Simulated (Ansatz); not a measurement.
Frontier orbitals of H3MgNS (`[NH2][Mg][SH]`).

Cartesian coordinates in Å:
```
N 0.152 1.421 0.552
Mg -0.292 -0.269 -0.137
S -0.863 -2.322 -0.979
H 0.201 1.675 1.527
H 0.389 2.242 0.017
H 0.413 -2.748 -0.980
```

Total charge 0; spin multiplicity 1. Correlated methods include outer-core shells of Mg, which these sets cover unevenly. The geometry is a stationary point of PBE0-D4/def2-TZVP. It is one conformer, not always the lowest. Basis def2-TZVPP, Ansatz 0.2.0.

| functional | HOMO (eV) | LUMO (eV) | gap (eV) |
| --- | --- | --- | --- |
| LDA (SPW92) | -5.37 | -2.00 | 3.37 |
| PBE | -5.17 | -1.81 | 3.36 |
| revPBE | -5.09 | -1.69 | 3.40 |
| BLYP | -5.05 | -1.78 | 3.27 |
| PBE0 | -6.52 | -1.11 | 5.41 |
| B3LYP | -6.29 | -1.39 | 4.90 |
| r2SCANh | -5.94 | -1.15 | 4.79 |
| LC-ωPBE | -9.44 | 0.72 | 10.16 |
| ωB97X-V | -9.03 | 0.55 | 9.58 |
| ωB97M-V | -8.94 | 0.19 | 9.13 |
| HF | -9.72 | 1.05 | 10.77 |

(1) What is the vertical ionisation energy at frozen-core CCSD(T)/def2-TZVPP? (Estimate.)

## Answers

(1) Computed: 8.95 eV (T1 of the cation 0.009).

From PBE to PBE0 the HOMO moves by −1.35 eV and the LUMO by +0.69 eV, and with ωB97M-V by −3.77 and +1.99 eV, so the gap grows from 3.36 to 9.13 eV with exact exchange. A positive LUMO is unbound and depends on the basis. −ε(HOMO) differs from that ionisation energy by −3.78 eV with PBE and −0.01 eV with ωB97M-V.

B3LYP here is the variant with VWN-RPA as its local correlation; programs differ in this. LC-ωPBE has ω = 0.4 bohr⁻¹.
